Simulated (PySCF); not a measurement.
The vertical singlet excitations below were computed for one of the candidates. The calculation used PySCF, TDDFT PBE0/def2-SVPD, vertical, gas phase, core orbitals frozen in the response. Geometries: GFN2-xTB, one conformer each. Ions are computed without counter-ions or solvent.

| state | ν̃ (cm⁻¹) | f | main configurations (H = HOMO, L = LUMO) |
| --- | --- | --- | --- |
| S1 | 33520 | 1.162 | H→L (98%) |
| S2 | 48670 | 0.023 | H-1→L (55%), H→L+1 (45%) |
| S3 | 52290 | 0.0000 | H→L+2 (57%), H→L+4 (42%) |
| S4 | 52730 | 0.0000 | H→L+4 (56%), H→L+2 (41%) |
| S5 | 53170 | 0.0004 | H→L+3 (98%) |
| S6 | 53650 | 0.0008 | H→L+1 (53%), H-1→L (42%) |
| S7 | 54730 | 0.0000 | H-2→L (99%) |
| S8 | 55430 | 0.0000 | H→L+5 (98%) |

Question: Which structure fits? All have the formula [C5H9N2]+.
A. `Cc1c[nH+]c(C)[nH]1`
B. `n1(C)[n+](ccc1)C`
C. `N/C=C/C=C/C=[NH2+]`

Answer: C. Its S1, at 4.16 eV, is the lowest among the candidates; the nearest of the others has S1 at 5.96 eV. S1 is HOMO→LUMO (98%). Löwdin shares by element: HOMO carbon 40% or more, nitrogen 28% (atoms not listed hold the other 32%); LUMO carbon 56% or more, nitrogen 12% or more (atoms not listed hold the other 32%). At the same level the other candidates give, for their lowest levels:
- `Cc1c[nH+]c(C)[nH]1`: 5.96 eV (f 0.233); 6.88 eV (f 0.001); 7.30 eV (f 0.129); 7.72 eV (f 0.000); 8.02 eV (f 0.006); T1 4.34 eV; HOMO -11.72, LUMO -5.02 eV
- `Cn1ccc[n+]1C`: 6.28 eV (f 0.147); 7.03 eV (f 0.200); 8.04 eV (f 0.039); 8.41 eV (f 0.000); 8.52 eV (f 0.349); T1 4.65 eV; HOMO -12.63, LUMO -5.55 eV

The values belong to the conformer `[NH2:1]/[CH:2]=[CH:3]/[CH:4]=[CH:5]/[CH:6]=[NH2+:7]`: C2–C3–C4–C5 180°, C4–C5–C6–N7 180°, H–N1–C2–C3 0°, H–N1–C2–C3 180°.
Triplets come from the Tamm–Dancoff approximation.
